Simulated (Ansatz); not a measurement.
A calculation with Ansatz (development build ahead of 0.2.0).

```yaml
crystal:
  periodic: [false, false, false]
  atoms:
    - { symbol: C, position_ang: [0.0, 0.0, 0.0] }
    - { symbol: H, position_ang: [1.63493, 0.0, 0.0] }
    - { symbol: H, position_ang: [-2.1941, 0.0, 0.0] }
basis:
  gaussian: { orbitals: "6-31G" }
hamiltonian:
  xc: hf
correlation:
  method: fci
  frozen_orbitals: { C: 1, H: 0 }
```

The input is written out in the form of the current development build from the run's settings.

The run gave:

| Quantity | Value |
| --- | --- |
| Converged | yes |
| Total energy | -38.76679 hartree |
| State | lowest singlet root, of any spatial symmetry |

Caution: another spin multiplicity may lie lower.
